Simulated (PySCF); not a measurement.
Atomic charges against the basis set

Species: 2-chloro-2-methylbutane, C₅H₁₁Cl.
Cartesian coordinates in Å at the PBE0-D3(BJ)/def2-SVP level; atoms count from 1:
```
atom  x, y, z in Å
C1     0.916   -1.793    0.502
C2     0.978   -0.400   -0.100
C3    -0.215    0.515    0.181
C4    -0.007    1.876   -0.463
C5    -1.545   -0.094   -0.230
Cl6   -0.289    0.796    1.990
H7     1.851   -2.338    0.309
H8     0.773   -1.738    1.592
H9     0.094   -2.391    0.081
H10    1.885    0.118    0.252
H11    1.071   -0.469   -1.199
H12    0.030    1.767   -1.559
H13   -0.830    2.558   -0.209
H14    0.936    2.329   -0.126
H15   -1.743   -1.030    0.308
H16   -1.537   -0.307   -1.311
H17   -2.369    0.602   -0.019
```

PBE0 throughout (PySCF), one geometry, spherical d and f functions. One conformer (not necessarily the lowest) at the PBE0-D3(BJ)/def2-SVP geometry, without solvent, vibrations or thermal averaging. Atoms taken as equivalent share a column and are averaged. The first 7 of 8 kinds of atom are listed.

Mulliken charges (e):

```csv
basis,functions,C1,C2,C3,C4/C5,Cl6,H7/H8/H9,H10/H11
pcSseg-0,80,-0.635,-0.367,-0.715,-0.469,+0.017,+0.236,+0.245
cc-pVDZ,143,-0.071,-0.004,-0.419,+0.040,-0.120,+0.049,+0.041
pcSseg-1,164,-0.263,-0.161,-0.550,-0.139,-0.113,+0.121,+0.125
aug-cc-pVDZ,241,+0.507,+1.079,-2.038,+1.082,-0.220,-0.132,-0.268
IGLO-III,329,-0.383,-0.265,+0.144,-0.436,-0.061,+0.118,+0.129
```

IAO charges (e):

```csv
basis,functions,C1,C2,C3,C4/C5,Cl6,H7/H8/H9,H10/H11
pcSseg-0,80,-0.426,-0.260,+0.049,-0.415,-0.152,+0.146,+0.143
cc-pVDZ,143,-0.414,-0.246,+0.098,-0.412,-0.168,+0.140,+0.134
pcSseg-1,164,-0.413,-0.247,+0.088,-0.410,-0.167,+0.140,+0.135
aug-cc-pVDZ,241,-0.425,-0.252,+0.100,-0.423,-0.172,+0.144,+0.138
IGLO-III,329,-0.428,-0.254,+0.092,-0.425,-0.163,+0.145,+0.138
```

Hirshfeld charges (e):

```csv
basis,functions,C1,C2,C3,C4/C5,Cl6,H7/H8/H9,H10/H11
pcSseg-0,80,-0.106,-0.059,+0.090,-0.112,-0.088,+0.033,+0.031
cc-pVDZ,143,-0.114,-0.066,+0.074,-0.117,-0.084,+0.035,+0.037
pcSseg-1,164,-0.120,-0.071,+0.067,-0.123,-0.070,+0.037,+0.038
aug-cc-pVDZ,241,-0.128,-0.082,+0.052,-0.131,-0.056,+0.040,+0.043
IGLO-III,329,-0.129,-0.083,+0.053,-0.133,-0.040,+0.039,+0.042
```

ESP-fitted charges (e):

```json
{"basis": "pcSseg-0", "functions": "80", "C1": "-0.406", "C2": "-0.059", "C3": "+0.465", "C4/C5": "-0.797", "Cl6": "-0.230", "H7/H8/H9": "+0.116", "H10/H11": "+0.070"}
{"basis": "cc-pVDZ", "functions": "143", "C1": "-0.337", "C2": "+0.014", "C3": "+0.244", "C4/C5": "-0.622", "Cl6": "-0.173", "H7/H8/H9": "+0.095", "H10/H11": "+0.054"}
{"basis": "pcSseg-1", "functions": "164", "C1": "-0.348", "C2": "+0.026", "C3": "+0.264", "C4/C5": "-0.671", "Cl6": "-0.183", "H7/H8/H9": "+0.098", "H10/H11": "+0.053"}
{"basis": "aug-cc-pVDZ", "functions": "241", "C1": "-0.380", "C2": "+0.024", "C3": "+0.312", "C4/C5": "-0.723", "Cl6": "-0.189", "H7/H8/H9": "+0.105", "H10/H11": "+0.056"}
{"basis": "IGLO-III", "functions": "329", "C1": "-0.390", "C2": "+0.016", "C3": "+0.241", "C4/C5": "-0.714", "Cl6": "-0.148", "H7/H8/H9": "+0.109", "H10/H11": "+0.064"}
```

Some averages cover members that differ in this geometry, most widely: C4/C5, ESP-fitted in pcSseg-0 -0.874 to -0.721; C4/C5, ESP-fitted in aug-cc-pVDZ -0.797 to -0.648; C4/C5, ESP-fitted in IGLO-III -0.782 to -0.646; C4/C5, ESP-fitted in pcSseg-1 -0.737 to -0.605 e.

Problem. Which scheme is steadiest as the basis changes?

Solution. Largest range over the bases for any column: Hirshfeld 0.05 e, IAO 0.05 e, ESP-fitted 0.22 e, Mulliken 2.18 e. Hirshfeld and IAO charges move least and Mulliken charges most, counted in e.

Problem. How much do the charges still move between the two largest bases, aug-cc-pVDZ and IGLO-III?

Solution. At most, over all atoms: Mulliken 2.183 e, IAO 0.010 e, Hirshfeld 0.015 e, ESP-fitted 0.071 e.

Problem. What do the same runs give for the total energy, the frontier levels and the dipole moment?

Solution. 
| basis | energy (Eh) | HOMO (eV) | LUMO (eV) | μ (D) |
| --- | --- | --- | --- | --- |
| pcSseg-0 | -656.0144 | -8.12 | 1.05 | 2.45 |
| cc-pVDZ | -656.9882 | -8.06 | 1.03 | 2.17 |
| pcSseg-1 | -656.9295 | -8.20 | 0.80 | 2.28 |
| aug-cc-pVDZ | -657.0023 | -8.20 | -0.15 | 2.26 |
| IGLO-III | -657.0609 | -8.14 | 0.64 | 2.05 |

The dipole is fixed by the density alone, so its range of 0.40 D shows that the density itself changes with the basis, not only its division among atoms.
